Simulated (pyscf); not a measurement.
Routes from methane (CH₄) + H₂C=N•

Candidate steps break at most two bonds and form at most two. Each was searched with GFN2-xTB (tblite) first. Optimised with ωB97X-D3(BJ)/def2-SVP in PySCF. Energies: ωB97M-D3(BJ)/def2-TZVP, kcal/mol, from the separated reactants, doublet surface; ΔG‡ with ideal gas, 1 atm, RRHO with modes under 100 cm⁻¹ raised to 100, one conformer, R ln 2 for chiral ones without a mode under 150 cm⁻¹.

```
products                                type   ΔE‡     ΔE  ΔG‡ 298 K  ΔG‡ 900 K  ν‡ (cm⁻¹)
-------------------------  -----------------  ----  -----  ---------  ---------  ---------
H₂C=N–CH₃ + H•             substitution at C  64.4  +33.5       71.9       89.8      1601i
H₃C–CH₂–N: [triplet] + H•  substitution at C  99.7  +83.3      105.8      123.7      1538i
```

Under all of these lies the exit to HC≡N + H• + CH₄ (no saddle counted: cutting one bond, which may have a small barrier of its own, costs +32.0 kcal/mol at ωB97M-D3(BJ)/def2-TZVP). Plain bond fissions and candidates not yet searched are not listed, and one of them may be faster. Each barrier is that of the saddle found; lower ones may exist. An unrestricted DFT solution here is markedly spin-contaminated.
